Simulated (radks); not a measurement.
**S⁴⁺ in [He] 2s2 2p5 3s2 3d1: an all-electron calculation**

One table from this session's results is given with a row withheld; the runs are named, their logs left out.

The numbers are computed with radks (a radial shooting solver on a logarithmic mesh, Libxc functionals) version 1 (non-relativistic Kohn-Sham, LDA (Slater exchange, Perdew-Wang correlation), spin-polarised, spherical densities, point nucleus; open shells are filled with parallel spins first), except any that are marked as measured or tabulated.

### What is computed

| Property | Result |
| --- | --- |
| element | sulfur (Z = 16) |
| charge | +4 |
| electrons | 12 |
| configuration | [He] 2s2 2p5 3s2 3d1 |

Outer shells as boxes (Hund's rule):

S⁴⁺
```
[He] core
2s [↑↓]
2p [↑↓][↑↓][↑ ]
3s [↑↓]
3d [↑ ][  ][  ][  ][  ]
```

The first run:

The run's settings:

```text
Z 16
configuration [He] 2s2 2p5 3s2 3d1
relativity non-relativistic
functional lda,pw
spin polarised
nucleus point
```

On the command line:

```bash
$ python run_ks.py task.json out
```

This one command runs every case of the session in turn.

One table of the session follows, with a row left open; its other results are not shown here.

It belongs to the step «Orbitals and density». Sizes of the orbitals, from the radial functions (bohr):

| level | <r> | outermost maximum (interpolated) | 90 % within | nodes |
| --- | --- | --- | --- | --- |
| 1s up | 0.09753 | 0.0639 | 0.174 | 0 |
| 1s down | 0.09746 | 0.0639 | 0.174 | 0 |
| 2s up | ? | ? | ? | ? |
| 2s down | 0.4706 | 0.385 | 0.734 | 1 |
| 2p up | 0.4245 | 0.317 | 0.702 | 0 |
| 2p down | 0.4264 | 0.318 | 0.706 | 0 |
| 3s up | 1.393 | 1.25 | 2.05 | 2 |
| 3s down | 1.403 | 1.25 | 2.07 | 2 |
| 3d up | 1.576 | 1.30 | 2.46 | 0 |
| 3d down | 1.605 | 1.32 | 2.51 | 0 |

Q: Estimate the row for 2s up from the others.

As computed: <r>: 0.4693; outermost maximum (interpolated): 0.385; 90 % within: 0.732; nodes: 1. In the column «<r>» it lies between 2p down (0.4264) and 2s down (0.4706).
